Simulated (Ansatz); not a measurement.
Two shapes of triplet CH₂.

Shape 1:

```xyz
3

C    -0.0524   -0.1125   -0.1162
H    -0.2860   -0.0403    0.9582
H     0.4919    0.8235   -0.3206
```

Shape 2:

```xyz
3

C    -0.1089   -0.1391   -0.0325
H     0.1428    0.7425   -0.6793
H     0.5106    0.0922    0.8741
```

Basis set: def2-SVP (spherical functions). Frozen core: 1 orbital. Charge 0, multiplicity 3.

Computed with Ansatz (development build ahead of 0.2.0); each method stands on the lowest determinant of its kind that the runs found.

Q: Which shape is lower in energy, and by how much in each method?

A:

| method | E(2) − E(1) (eV) |
| --- | --- |
| UHF | 0.127 |
| UHF-MP2 | 0.112 |

Shape 1 is lower.
